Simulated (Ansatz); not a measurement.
CH₃N (`C=N`): measurement beside calculation (Ansatz, PBE0-D4/def2-TZVP geometry).

```xyz
5

C     0.098    0.143   -0.350
N    -0.221   -0.798    0.426
H     0.206    1.192   -0.051
H     0.284   -0.082   -1.402
H    -0.367   -0.455    1.376
```

Measured: 10.0 eV (ionisation energy: adiabatic, first, He I photoelectron spectroscopy). Source: The C(3P) + NH3 reaction in interstellar chemistry: I. Investigation of the product formation channels, 2016 (arxiv:1603.08257).

| level | vertical IE (eV) | minus measured (eV) |
| --- | --- | --- |
| PBE-D4/def2-TZVPP | 10.47 | 0.47 |
| r2SCAN-D4/def2-TZVPP | 10.43 | 0.43 |
| PBE0-D4/def2-TZVPP | 10.53 | 0.53 |
| B3LYP-D4/def2-TZVPP | 10.64 | 0.64 |
| ωB97X-V/def2-TZVPP | 10.62 | 0.62 |
| ωB97M-V/def2-TZVPP | 10.63 | 0.63 |
| B2PLYP/def2-TZVPP | 10.61 | 0.61 |
| −ε(HOMO), LDA (SPW92) | 6.27 | -3.73 |
| −ε(HOMO), PBE | 6.23 | -3.77 |
| −ε(HOMO), revPBE | 6.20 | -3.80 |
| −ε(HOMO), BLYP | 6.16 | -3.84 |
| −ε(HOMO), r2SCAN | 6.55 | -3.45 |
| −ε(HOMO), B97M-V | 6.75 | -3.25 |
| −ε(HOMO), PBE0 | 7.78 | -2.22 |
| −ε(HOMO), B3LYP | 7.56 | -2.44 |
| −ε(HOMO), r2SCANh | 7.13 | -2.87 |
| −ε(HOMO), r2SCAN0 | 8.00 | -2.00 |
| −ε(HOMO), HSE06 | 7.37 | -2.63 |
| −ε(HOMO), BHLYP | 9.30 | -0.70 |
| −ε(HOMO), CAM-B3LYP | 9.26 | -0.74 |
| −ε(HOMO), LC-ωPBE | 10.61 | 0.61 |
| −ε(HOMO), ωB97X-V | 10.29 | 0.29 |
| −ε(HOMO), ωB97M-V | 10.19 | 0.19 |

Computed values are vertical and leave out zero-point energy and spin–orbit coupling, so an adiabatic measurement lies lower by the cation's relaxation.

Measured: 3262.622 cm⁻¹ (nu1 fundamental, J(Ka,Kc)=0(0,0) level of v1=1 above ground state, high-resolution infrared spectroscopy); 3024.452 cm⁻¹ (nu2 fundamental, J(Ka,Kc)=0(0,0) level of v2=1 above ground state, high-resolution infrared spectroscopy); 2914.184 cm⁻¹ (nu3 fundamental, J(Ka,Kc)=0(0,0) level of v3=1 above ground state, high-resolution infrared spectroscopy); 1638.299 cm⁻¹ (nu4 fundamental, J(Ka,Kc)=0(0,0) level of v4=1 above ground state, high-resolution infrared spectroscopy); 1452.048 cm⁻¹ (nu5 fundamental, J(Ka,Kc)=0(0,0) level of v5=1 above ground state, high-resolution infrared spectroscopy); 1344.261 cm⁻¹ (nu6 fundamental, J(Ka,Kc)=0(0,0) level of v6=1 above ground state, high-resolution infrared spectroscopy). Source: Discovery of Methanimine Megamasers Toward Compact Obscured Galaxy Nuclei, 2021 (arxiv:2108.06331).

Harmonic PBE0-D4 wavenumbers (cm⁻¹, unscaled): 1071, 1106, 1172, 1368, 1491, 1738, 3034, 3132, 3464. Fundamentals include anharmonicity and usually lie a few per cent under these; harmonic values from spectra compare directly.

B3LYP here is the variant with VWN-RPA as its local correlation; programs differ in this.
